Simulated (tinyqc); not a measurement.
Inside a calculation. Method: MP2 on RHF in the sto-6g basis, frozen core, for H2F+, spin multiplicity 1. Computed by tinyqc, a small Python program that keeps every step (integrals from PySCF). Settings: charge = 1, multiplicity = 1, basis = sto-6g, method = RHF, frozen orbitals = 1, energy threshold = 1e-10, iteration cap = 70, orthogonalisation = symmetric, start = Wolfsberg-Helmholz matrix, DIIS depth = 6. Command: `OMP_NUM_THREADS=1 python tinyqc.py 26608 26609 out.jsonl` (the two numbers bound the seeds that draw the settings). One thread of a shared host (Intel(R) Xeon(R) Processor @ 2.60GHz), about 0.3 s of CPU time with the checks. The early iterations of the SCF are left out here.

## One-electron integrals

Geometry (angstrom):
```
atom         x          y         z
F     0.000000   0.000000  0.000000
H     0.000000   0.822000  0.695000
H     0.000000  -0.845000  0.715000
```

Basis sto-6g: exponents (1/bohr^2) and contraction coefficients of normalised primitives:
```
element  l (shell)     exponent  coefficient
F            s (1)  1728.626574     0.009164
F            s (1)   316.941790     0.049361
F            s (1)    88.668891     0.168538
F            s (1)    30.460157     0.370563
F            s (1)    11.828570     0.416492
F            s (1)     4.871659     0.130334
F            s (2)    67.032281    -0.013253
F            s (2)    13.267438    -0.046992
F            s (2)     4.123510    -0.033785
F            s (2)     1.586463     0.250242
F            s (2)     0.689002     0.595117
F            s (2)     0.315820     0.240706
F            p (3)    67.032281     0.003760
F            p (3)    13.267438     0.037679
F            p (3)     4.123510     0.173897
F            p (3)     1.586463     0.418036
F            p (3)     0.689002     0.425860
F            p (3)     0.315820     0.101708
H            s (1)    35.523221     0.009164
H            s (1)     6.513144     0.049361
H            s (1)     1.822143     0.168538
H            s (1)     0.625955     0.370563
H            s (1)     0.243077     0.416492
H            s (1)     0.100112     0.130334
```

Overlap, kinetic and nuclear-attraction integrals over the contracted functions; the nuclear repulsion is the sum of Za Zb / Rab.

nuclear repulsion = 9.04444418 hartree

overlap S, lower triangle:
```
           1F 1s     1F 2s    1F 2px     1F 2py    1F 2pz     2H 1s     3H 1s
1F 1s   1.000000
1F 2s   0.232479  1.000000
1F 2px  0.000000  0.000000  1.000000
1F 2py  0.000000  0.000000  0.000000   1.000000
1F 2pz  0.000000  0.000000  0.000000   0.000000  1.000000
2H 1s   0.035052  0.352616  0.000000   0.221797  0.187529  1.000000
3H 1s   0.032661  0.335492  0.000000  -0.213186  0.180388  0.200980  1.000000
```

kinetic energy T (hartree), lower triangle:
```
            1F 1s     1F 2s    1F 2px     1F 2py    1F 2pz      2H 1s     3H 1s
1F 1s   37.397730
1F 2s   -1.143349  1.082297
1F 2px   0.000000  0.000000  3.251325
1F 2py   0.000000  0.000000  0.000000   3.251325
1F 2pz   0.000000  0.000000  0.000000   0.000000  3.251325
2H 1s   -0.004780  0.058354  0.000000   0.122641  0.103693   0.768522
3H 1s   -0.005111  0.048558  0.000000  -0.109816  0.092922  -0.002741  0.768522
```

nuclear attraction V (hartree), lower triangle:
```
             1F 1s       1F 2s      1F 2px      1F 2py      1F 2pz      2H 1s      3H 1s
1F 1s   -78.792121
1F 2s    -8.091138  -12.442864
1F 2px    0.000000    0.000000  -12.392124
1F 2py   -0.000482   -0.005322    0.000000  -12.479975
1F 2pz   -0.014522   -0.169328    0.000000   -0.002803  -12.454972
2H 1s    -1.396280   -3.270385    0.000000   -1.783529   -1.555627  -5.880378
3H 1s    -1.300353   -3.086048    0.000000    1.694111   -1.480498  -1.291640  -5.772597
```

core Hamiltonian H = T + V (hartree), lower triangle:
```
             1F 1s       1F 2s     1F 2px     1F 2py     1F 2pz      2H 1s      3H 1s
1F 1s   -41.394392
1F 2s    -9.234487  -11.360567
1F 2px    0.000000    0.000000  -9.140799
1F 2py   -0.000482   -0.005322   0.000000  -9.228649
1F 2pz   -0.014522   -0.169328   0.000000  -0.002803  -9.203647
2H 1s    -1.401060   -3.212031   0.000000  -1.660888  -1.451934  -5.111856
3H 1s    -1.305464   -3.037491   0.000000   1.584294  -1.387576  -1.294381  -5.004074
```

## Two-electron integrals

Functions are numbered as in S; the eight-fold symmetry (ij|kl) = (ji|kl) = (kl|ij) leaves the list below.

Two-electron integrals (ij|kl) in chemists' order, unique and non-zero (hartree):
```
(11|11) 5.406240    (21|11) 0.768129    (21|21) 0.138909    (22|11) 1.266271
(22|21) 0.283987    (22|22) 0.926367    (31|31) 0.029452    (32|31) 0.044681
(32|32) 0.204753    (33|11) 1.266273    (33|21) 0.283987    (33|22) 0.926366
(33|33) 0.998085    (41|41) 0.029452    (42|41) 0.044681    (42|42) 0.204753
(43|43) 0.053789    (44|11) 1.266273    (44|21) 0.283987    (44|22) 0.926366
(44|33) 0.890506    (44|44) 0.998085    (51|51) 0.029452    (52|51) 0.044681
(52|52) 0.204753    (53|53) 0.053789    (54|54) 0.053789    (55|11) 1.266273
(55|21) 0.283987    (55|22) 0.926366    (55|33) 0.890506    (55|44) 0.890506
(55|55) 0.998085    (61|11) 0.123378    (61|21) 0.021392    (61|22) 0.042796
(61|33) 0.042723    (61|41) 0.000711    (61|42) 0.001390    (61|44) 0.042850
(61|51) 0.000601    (61|52) 0.001176    (61|54) 0.000107    (61|55) 0.042814
(61|61) 0.003349    (62|11) 0.315670    (62|21) 0.071875    (62|22) 0.261989
(62|33) 0.258264    (62|41) 0.003984    (62|42) 0.030181    (62|44) 0.264780
(62|51) 0.003368    (62|52) 0.025518    (62|54) 0.005509    (62|55) 0.262922
(62|61) 0.011075    (62|62) 0.092175    (63|31) 0.007936    (63|32) 0.045605
(63|43) 0.006286    (63|53) 0.005315    (63|63) 0.013435    (64|11) 0.165279
(64|21) 0.038160    (64|22) 0.148691    (64|33) 0.142428    (64|41) 0.009772
(64|42) 0.061709    (64|44) 0.158625    (64|51) 0.001552    (64|52) 0.013616
(64|54) 0.008380    (64|55) 0.145020    (64|61) 0.006132    (64|62) 0.064212
(64|64) 0.057811    (65|11) 0.139743    (65|21) 0.032264    (65|22) 0.125718
(65|33) 0.120422    (65|41) 0.001552    (65|42) 0.013616    (65|44) 0.123488
(65|51) 0.009248    (65|52) 0.057117    (65|54) 0.008878    (65|55) 0.133243
(65|61) 0.005184    (65|62) 0.054291    (65|64) 0.037520    (65|65) 0.045158
(66|11) 0.480113    (66|21) 0.111374    (66|22) 0.467121    (66|33) 0.451660
(66|41) 0.007649    (66|42) 0.081115    (66|44) 0.478706    (66|51) 0.006467
(66|52) 0.068583    (66|54) 0.022867    (66|55) 0.470994    (66|61) 0.017282
(66|62) 0.214034    (66|64) 0.172858    (66|65) 0.146151    (66|66) 0.774999
(71|11) 0.114915    (71|21) 0.019927    (71|22) 0.039874    (71|33) 0.039807
(71|41) -0.000662   (71|42) -0.001297   (71|44) 0.039924    (71|51) 0.000560
(71|52) 0.001097    (71|54) -0.000100   (71|55) 0.039891    (71|61) 0.003085
(71|62) 0.010056    (71|64) 0.005099    (71|65) 0.004710    (71|66) 0.015565
(71|71) 0.002906    (72|11) 0.297853    (72|21) 0.067836    (72|22) 0.247737
(72|33) 0.244201    (72|41) -0.003762   (72|42) -0.028657   (72|44) 0.250383
(72|51) 0.003184    (72|52) 0.024248    (72|54) -0.005230   (72|55) 0.248627
(72|61) 0.010186    (72|62) 0.072618    (72|64) 0.034650    (72|65) 0.041679
(72|66) 0.139232    (72|71) 0.009740    (72|72) 0.082917    (73|31) 0.007440
(73|32) 0.042926    (73|43) -0.005952   (73|53) 0.005036    (73|63) 0.010260
(73|73) 0.011999    (74|11) -0.157284   (74|21) -0.036319   (74|22) -0.141773
(74|33) -0.135840   (74|41) 0.009179    (74|42) 0.058267    (74|44) -0.151179
(74|51) -0.001471   (74|52) -0.012981   (74|54) 0.007943    (74|55) -0.138299
(74|61) -0.005212   (74|62) -0.035062   (74|64) -0.006832   (74|65) -0.019696
(74|66) -0.060593   (74|71) -0.005435   (74|72) -0.058242   (74|74) 0.052560
(75|11) 0.133087    (75|21) 0.030731    (75|22) 0.119961    (75|33) 0.114941
(75|41) -0.001471   (75|42) -0.012981   (75|44) 0.117848    (75|51) 0.008685
(75|52) 0.053910    (75|54) -0.008411   (75|55) 0.127095    (75|61) 0.004811
(75|62) 0.041941    (75|64) 0.019620    (75|65) 0.033996    (75|66) 0.088955
(75|71) 0.004598    (75|72) 0.049282    (75|74) -0.034321   (75|75) 0.041040
(76|11) 0.116016    (76|21) 0.026762    (76|22) 0.107775    (76|33) 0.105527
(76|41) -0.000013   (76|42) -0.000147   (76|44) 0.107160    (76|51) 0.001912
(76|52) 0.018056    (76|54) -0.000035   (76|55) 0.110636    (76|61) 0.004092
(76|62) 0.039414    (76|64) 0.023859    (76|65) 0.026528    (76|66) 0.102534
(76|71) 0.003814    (76|72) 0.037589    (76|74) -0.023085   (76|75) 0.025497
(76|76) 0.022048    (77|11) 0.468181    (77|21) 0.108632    (77|22) 0.456765
(77|33) 0.441879    (77|41) -0.007333   (77|42) -0.078482   (77|44) 0.467904
(77|51) 0.006205    (77|52) 0.066408    (77|54) -0.022020   (77|55) 0.460512
(77|61) 0.016295    (77|62) 0.144013    (77|64) 0.062092    (77|65) 0.091306
(77|66) 0.313857    (77|71) 0.015701    (77|72) 0.200680    (77|74) -0.163353
(77|75) 0.138222    (77|76) 0.102534    (77|77) 0.774999
```

## Orthogonalisation

S = U s U^T; symmetric (Loewdin) form X = U s^(-1/2) U^T, so that X^T S X = 1.

eigenvalues of S: 0.502446  0.577205  0.894525  1.000000  1.099366  1.222940  1.703518

X, lower triangle:
```
            1F 1s      1F 2s    1F 2px     1F 2py     1F 2pz      2H 1s     3H 1s
1F 1s    1.022274
1F 2s   -0.130224   1.119757
1F 2px   0.000000   0.000000  1.000000
1F 2py  -0.000297   0.003635  0.000000   1.046789
1F 2pz  -0.005148   0.051604  0.000000   0.001692   1.026997
2H 1s    0.015262  -0.190240  0.000000  -0.142154  -0.099281   1.101150
3H 1s    0.014473  -0.176278  0.000000   0.135860  -0.093204  -0.078977  1.091531
```

## Iteration 8 (converged): orbitals

converged F (hartree), lower triangle:
```
             1F 1s      1F 2s     1F 2px     1F 2py     1F 2pz      2H 1s      3H 1s
1F 1s   -26.933102
1F 2s    -6.521613  -3.465443
1F 2px    0.000000   0.000000  -1.022510
1F 2py   -0.000595  -0.004356   0.000000  -0.929440
1F 2pz   -0.021998  -0.105092   0.000000  -0.002994  -0.960372
2H 1s    -0.991709  -1.041155   0.000000  -0.459890  -0.435939  -0.773425
3H 1s    -0.924368  -0.986952   0.000000   0.444401  -0.422384  -0.344291  -0.743535
```

Diagonalise F' = X^T F X, C = X C', fill 5 alpha and 5 beta electrons from the bottom; D = 2 C_occ C_occ^T. Each column has its largest component positive (the first on a tie).

F' = X^T F X (hartree), lower triangle:
```
            1          2          3          4          5          6          7
1  -26.519395
2   -3.199232  -2.230656
3    0.000000   0.000000  -1.022510
4   -0.001084   0.003617   0.000000  -0.771208
5   -0.035829   0.033084   0.000000   0.001745  -0.862744
6   -0.135220  -0.420567   0.000000  -0.376753  -0.297041  -0.390753
7   -0.120123  -0.394397   0.000000   0.365100  -0.285144  -0.080835  -0.394926
```

orbital energies (hartree): MO1 -26.936195, MO2 -2.021547, MO3 -1.114368, MO4 -1.056481, MO5 -1.022510, MO6 -0.073931, MO7 0.032839

coefficients C:
```
              MO1        MO2        MO3        MO4       MO5        MO6        MO7
1F 1s    0.997176  -0.238993   0.005796   0.061637  0.000000   0.083686   0.012559
1F 2s    0.012484   0.961396  -0.031923  -0.328437  0.000000  -0.547605  -0.086934
1F 2px   0.000000   0.000000   0.000000   0.000000  1.000000   0.000000   0.000000
1F 2py   0.000075   0.003900   0.767028  -0.048520  0.000000   0.087216  -0.732217
1F 2pz   0.001614   0.098355   0.048758   0.841971  0.000000  -0.590207  -0.081525
2H 1s   -0.002139   0.077494   0.352457   0.223591  0.000000   0.604928   0.859704
3H 1s   -0.001983   0.072380  -0.323245   0.263376  0.000000   0.790388  -0.672529
```

D after iteration 8, lower triangle:
```
            1F 1s      1F 2s    1F 2px     1F 2py    1F 2pz      2H 1s     3H 1s
1F 1s    2.110620
1F 2s   -0.475494   2.066655
1F 2px   0.000000   0.000000  2.000000
1F 2py   0.001195  -0.009599  0.000000   1.181404
1F 2pz   0.060564  -0.367025  0.000000  -0.006139  1.441937
2H 1s   -0.009658  -0.020423  0.000000   0.519596  0.426121   0.360458
3H 1s   -0.009831  -0.013244  0.000000  -0.520869  0.426220  -0.098856  0.358194
```

## Convergence

Stop when the energy changes by less than 1e-10 hartree and every element of the error matrix X^T (F D S - S D F) X is below 3e-06.

Course of the cycle:
```
iteration   E (hartree)     change  largest element of the error matrix
1          -99.44525265          -                             5.42e-01
2          -99.74517160  -3.00e-01                             1.18e-01
3          -99.76024752  -1.51e-02                             2.15e-02
4          -99.76084705  -6.00e-04                             3.45e-03
5          -99.76087910  -3.20e-05                             8.84e-04
6          -99.76088099  -1.89e-06                             2.04e-05
7          -99.76088099  -5.25e-10                             1.37e-06
8          -99.76088099  -4.06e-12                             1.84e-07
```

PySCF RHF in the same basis = -99.76088099 hartree

Converged in 8 iterations.

## Integrals over molecular orbitals

(pq|rs) = sum C_ip C_jq C_kr C_ls (ij|kl), one index at a time.

one-electron integrals over orbitals h = C^T H C (hartree), lower triangle:
```
            1          2          3          4          5          6          7
1  -41.381256
2    0.704860  -9.659423
3   -0.016724   0.032769  -8.004371
4   -0.174604   0.397228  -0.038144  -8.468376
5    0.000000   0.000000   0.000000   0.000000  -9.140799
6   -0.248439   1.273065  -0.192148   1.621415   0.000000  -5.650790
7   -0.037533   0.191077   2.138149   0.066546   0.000000  -0.009392  -5.809851
```

Two-electron integrals over orbitals (pq|rs), unique and non-zero (hartree); the lowest 1 orbital is frozen and left out:
```
(22|22) 0.866307    (32|22) 0.000519    (32|32) 0.155474    (33|22) 0.761235
(33|32) -0.002212   (33|33) 0.734427    (42|22) -0.007161   (42|32) 0.000500
(42|33) -0.011610   (42|42) 0.157083    (43|22) 0.003096    (43|32) 0.004504
(43|33) 0.004878    (43|42) -0.005230   (43|43) 0.050767    (44|22) 0.798800
(44|32) -0.006368   (44|33) 0.700937    (44|42) -0.084956   (44|43) 0.003464
(44|44) 0.841687    (52|52) 0.183550    (53|52) -0.003290   (53|53) 0.038790
(54|52) -0.035082   (54|53) 0.001080    (54|54) 0.051947    (55|22) 0.885878
(55|32) -0.004849   (55|33) 0.749283    (55|42) -0.057375   (55|43) 0.004670
(55|44) 0.811280    (55|55) 0.998085    (62|22) -0.139891   (62|32) 0.006525
(62|33) -0.090645   (62|42) -0.048728   (62|43) -0.001939   (62|44) -0.083568
(62|55) -0.139215   (62|62) 0.076355    (63|22) 0.019240    (63|32) 0.014965
(63|33) 0.018696    (63|42) -0.006081   (63|43) 0.016361    (63|44) 0.012852
(63|55) 0.020807    (63|62) -0.007808   (63|63) 0.060076    (64|22) -0.165430
(64|32) -0.005248   (64|33) -0.103698   (64|42) 0.028422    (64|43) -0.004914
(64|44) -0.166852   (64|55) -0.173589   (64|62) 0.058605    (64|63) -0.017090
(64|64) 0.098418    (65|52) -0.046353   (65|53) 0.002836    (65|54) -0.011358
(65|65) 0.024645    (66|22) 0.574680    (66|32) -0.016643   (66|33) 0.549973
(66|42) 0.064611    (66|43) -0.013956   (66|44) 0.544621    (66|55) 0.550013
(66|62) -0.058705   (66|63) -0.017301   (66|64) -0.027865   (66|66) 0.557110
(72|22) -0.021188   (72|32) -0.066556   (72|33) -0.009456   (72|42) -0.001301
(72|43) 0.023776    (72|44) -0.015922   (72|55) -0.020852   (72|62) 0.004158
(72|63) 0.023796    (72|64) 0.008252    (72|66) -0.010434   (72|72) 0.054383
(73|22) -0.209018   (73|32) 0.010538    (73|33) -0.166629   (73|42) 0.061863
(73|43) 0.000423    (73|44) -0.184711   (73|55) -0.229571   (73|62) 0.062178
(73|63) -0.004849   (73|64) 0.100381    (73|66) -0.023081   (73|72) 0.012156
(73|73) 0.161825    (74|22) -0.006456   (74|32) 0.056439    (74|33) -0.002855
(74|42) -0.003819   (74|43) -0.002046   (74|44) -0.008617   (74|55) -0.006981
(74|62) 0.005272    (74|63) 0.043394    (74|64) -0.003405   (74|66) -0.019553
(74|72) -0.008516   (74|73) 0.011658    (74|74) 0.053212    (75|52) -0.006915
(75|53) -0.024781   (75|54) 0.000248    (75|65) 0.001180    (75|75) 0.018423
(76|22) 0.003313    (76|32) 0.079930    (76|33) 0.003057    (76|42) 0.002173
(76|43) 0.051151    (76|44) -0.005574   (76|55) 0.001063    (76|62) -0.003882
(76|63) 0.070920    (76|64) -0.014907   (76|66) -0.036080   (76|72) 0.008172
(76|73) 0.014908    (76|74) 0.064056    (76|76) 0.147001    (77|22) 0.591024
(77|32) 0.022614    (77|33) 0.594999    (77|42) 0.013834    (77|43) 0.011579
(77|44) 0.563617    (77|55) 0.574414    (77|62) -0.040168   (77|63) 0.023413
(77|64) -0.029269   (77|66) 0.527685    (77|72) -0.004229   (77|73) -0.046806
(77|74) 0.016816    (77|76) 0.035384    (77|77) 0.573421
```

## Second-order Moller-Plesset energy

Hartree-Fock energy = -99.76088099 hartree

E2 = sum_ijab (ia|jb) [2 (ia|jb) - (ib|ja)] / (e_i + e_j - e_a - e_b) over occupied i, j and virtual a, b; the opposite-spin part is (ia|jb)^2 / denominator, the rest is same-spin, and SCS-MP2 scales them by 6/5 and 1/3.

Terms:
```
i  j  a  b    (ia|jb)    (ib|ja)  denominator       term
3  3  7  7   0.161825   0.161825    -2.294414  -0.011414
3  4  7  6   0.100381   0.043394    -2.129757  -0.007417
4  3  6  7   0.100381   0.043394    -2.129757  -0.007417
4  4  6  6   0.098418   0.098418    -1.965100  -0.004929
2  3  6  7   0.062178   0.023796    -3.094823  -0.002020
3  2  7  6   0.062178   0.023796    -3.094823  -0.002020
3  3  6  6   0.060076   0.060076    -2.080874  -0.001734
2  2  6  6   0.076355   0.076355    -3.895232  -0.001497
4  4  7  7   0.053212   0.053212    -2.178640  -0.001300
2  4  6  6   0.058605   0.058605    -2.930166  -0.001172
4  2  6  6   0.058605   0.058605    -2.930166  -0.001172
2  2  7  7   0.054383   0.054383    -4.108771  -0.000720
5  5  6  6   0.024645   0.024645    -1.897158  -0.000320
3  4  6  7   0.043394   0.100381    -2.129757   0.000277
4  3  7  6   0.043394   0.100381    -2.129757   0.000277
5  5  7  7   0.018423   0.018423    -2.110697  -0.000161
3  4  6  6  -0.017090  -0.017090    -2.022987  -0.000144
4  3  6  6  -0.017090  -0.017090    -2.022987  -0.000144
2  3  7  6   0.023796   0.062178    -3.094823   0.000112
3  2  6  7   0.023796   0.062178    -3.094823   0.000112
3  4  7  7   0.011658   0.011658    -2.236527  -0.000061
4  3  7  7   0.011658   0.011658    -2.236527  -0.000061
2  3  7  7   0.012156   0.012156    -3.201592  -0.000046
3  2  7  7   0.012156   0.012156    -3.201592  -0.000046
2  4  7  6   0.008252   0.005272    -3.036936  -0.000031
4  2  6  7   0.008252   0.005272    -3.036936  -0.000031
2  4  7  7  -0.008516  -0.008516    -3.143706  -0.000023
4  2  7  7  -0.008516  -0.008516    -3.143706  -0.000023
2  3  6  6  -0.007808  -0.007808    -2.988053  -0.000020
3  2  6  6  -0.007808  -0.007808    -2.988053  -0.000020
3  3  7  6  -0.004849  -0.004849    -2.187644  -0.000011
3  3  6  7  -0.004849  -0.004849    -2.187644  -0.000011
4  4  7  6  -0.003405  -0.003405    -2.071870  -0.000006
4  4  6  7  -0.003405  -0.003405    -2.071870  -0.000006
2  2  6  7   0.004158   0.004158    -4.002002  -4.32e-06
2  2  7  6   0.004158   0.004158    -4.002002  -4.32e-06
4  2  7  6   0.005272   0.008252    -3.036936  -3.98e-06
2  4  6  7   0.005272   0.008252    -3.036936  -3.98e-06
5  5  6  7   0.001180   0.001180    -2.003928  -6.95e-07
5  5  7  6   0.001180   0.001180    -2.003928  -6.95e-07
```

Pair energies (hartree; pair i-j sums ij and ji):
```
pair  opposite spin  same spin
2-2       -0.002225          0
3-2       -0.002997  -0.000952
3-3       -0.013169          0
4-2       -0.002454  -0.000006
4-3       -0.011641  -0.003050
4-4       -0.006240          0
5-5       -0.000482          0
```

MP2 correlation energy = -0.04321650 hartree

SCS-MP2 correlation energy = -0.04838661 hartree

MP2 total energy = -99.80409749 hartree
